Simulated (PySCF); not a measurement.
Formic acid, CH₂O₂.
Atom-mapped SMILES: `[O:1]=[CH:2][OH:3]` (hydrogens: H4 on C2; H5 on O3)

A GFN2-xTB structure was refined with PySCF, CAM-B3LYP/6-31+G* geometry optimisation, gas phase. Its GFN2-xTB values:

| coordinate | GFN2-xTB |
| --- | --- |
| O1=C2 | 1.193 Å |
| C2–O3 | 1.322 Å |
| C2–H4 | 1.101 Å |
| O3–H5 | 0.973 Å |
| O1–C2–O3 | 125.6° |
| O1–C2–H4 | 124.9° |
| C2–O3–H5 | 110.9° |
| O3–C2–H4 | 109.5° |

Problem. How do these coordinates change at the CAM-B3LYP/6-31+G* level?

Solution. 
```csv
coordinate,CAM-B3LYP/6-31+G* (Å or °),change
C2–O3,1.340,+0.018
O1=C2,1.203,+0.010
C2–H4,1.097,-0.004
O3–H5,0.976,+0.003
C2–O3–H5,108.0,-2.9
O1–C2–O3,124.8,-0.8
O3–C2–H4,110.2,+0.7
O1–C2–H4,125.1,+0.2
```

The energy falls by 1.7 kJ/mol over 6 energy and gradient evaluations, the largest force component goes from 0.0186 to 9.6e-05 Eh/bohr, and the atoms move by 0.018 Å rms after alignment. The bond that changes most is C2–O3 (carboxylic acid carbon to acid hydroxyl oxygen), which lengthens by 0.018 Å. Bonds longer at the end by more than 0.005 Å: 2 of 4; shorter: 0. Rotational constants go from 79211, 12253, 10612 to 77164, 12100, 10460 MHz.

The run used 58 basis functions and 38 SCF cycles in all.

Stationary, but not proved a minimum. One conformer, not necessarily the lowest.

Conformer computed: `[O:1]=[CH:2][OH:3]`: H–O3–C2–O1 0°.
